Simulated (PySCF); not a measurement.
Species: C5H10N (doublet state).
Structure used (GFN2-xTB), in Å, numbered top down from 1:
```
atom  x, y, z in Å
C1     2.1167    0.4421    0.1718
C2     0.6965    0.0536    0.3764
C3    -0.4336    1.0348    0.3103
C4    -1.6667    0.1316    0.2000
C5    -1.1276   -1.1167   -0.5021
N6     0.2332   -1.2068   -0.0104
H7     2.3201    0.7567   -0.8639
H8     2.7779   -0.3920    0.4014
H9     2.3749    1.2771    0.8211
H10   -0.4778    1.6874    1.1851
H11   -0.3442    1.6850   -0.5745
H12   -2.0183   -0.1345    1.1964
H13   -2.4846    0.5931   -0.3499
H14   -1.6870   -2.0203   -0.2465
H15   -1.1578   -0.9877   -1.5951
H16    0.8707   -1.7943   -0.5314
```

The hyperfine couplings belong to this conformer and change with its torsions.

Identity: `C[C]1CCCN1` [radical].

Computed, not measured: PySCF, UKS B3LYP, pcH-1 on C H N, non-relativistic, mean-field spin-orbit, GIAO. Geometry: GFN2-xTB, one conformer, isolated molecule. The geometry wasn't refined by DFT: couplings that depend on bond lengths, twists or pyramidal angles can differ widely from those at the functional's own minimum. No stability test was run, so a lower SCF solution isn't excluded.

Task: The isotropic 13C couplings are +164.4, -10.6, +6.7, -6.1 MHz. Assign them to C1; C2; C3; C5.

Result: 
```tsv
site	a_iso (MHz)	ρ(0) (bohr⁻³)	position	distance from C2 (Å)	spin population	largest |T| (MHz)
C1	-6.1	-0.0055	1 bond from C2	1.49	-0.06	3.6
C2	+164.4	+0.1462	largest spin population	0.00	+0.80	139.3
C3	-10.6	-0.0094	1 bond from C2	1.50	-0.06	3.5
C5	+6.7	+0.0060	2 bonds from C2	2.34	0.00	3.8
```

Task: The isotropic 1H couplings, averaged over equivalent nuclei, are +69.9, +51.6, +18.3, +11.8, -1.7 MHz. Assign them to H7/H8/H9; H10/H11; H12/H13; H14/H15; H16.

Result: 
| site | a_iso (MHz) | ρ(0) (bohr⁻³) | position | distance from C2 (Å) | bound to | spin population there | largest \|T\| (MHz) |
| --- | --- | --- | --- | --- | --- | --- | --- |
| H7/H8/H9 | +51.6 | +0.0115 | β, 2 bonds from C2 | 2.14 | C1 | -0.06 | 8.6 |
| H10/H11 | +69.9 | +0.0156 | β, 2 bonds from C2 | 2.16 | C3 | -0.06 | 8.3 |
| H12/H13 | -1.7 | -0.0004 | γ, 3 bonds from C2 | 3.07 | C4 | 0.00 | 4.1 |
| H14/H15 | +11.8 | +0.0026 | γ, 3 bonds from C2 | 3.06 | C5 | 0.00 | 5.4 |
| H16 | +18.3 | +0.0041 | β, 2 bonds from C2, on N6 of spin population +0.15 | 2.07 | N6 | +0.15 | 17.0 |

ρ(0) is the spin density at the nucleus and T the dipolar tensor; entries for several nuclei are means. Largest spin populations (Mulliken): C2 (+0.80), N6 (+0.15), H7 (+0.07) and C1 (-0.06). The angles at C2 add up to 353.0°, so it is slightly pyramidal.

The spin density at the nucleus, in bohr⁻³, is negative for C3 (-0.0094) and C1 (-0.0055), for instance. A restricted open-shell determinant has no negative spin density anywhere; here it arises because α and β orbitals differ (spin polarisation).

Nuclei that the bonding pattern makes equivalent are averaged, as if the motion that swaps them (rotation, inversion, ring flip) were fast. The three 1H nuclei of mean +51.6 MHz run from 22.4 to 108.9 MHz in the frozen geometry. The 1H value of +69.9 MHz is a mean of couplings from 48.4 to 91.4 MHz in this one geometry, not an average over conformers. The 1H value of +11.8 MHz is a mean of couplings from 1.4 to 22.2 MHz in this one geometry, not an average over conformers.
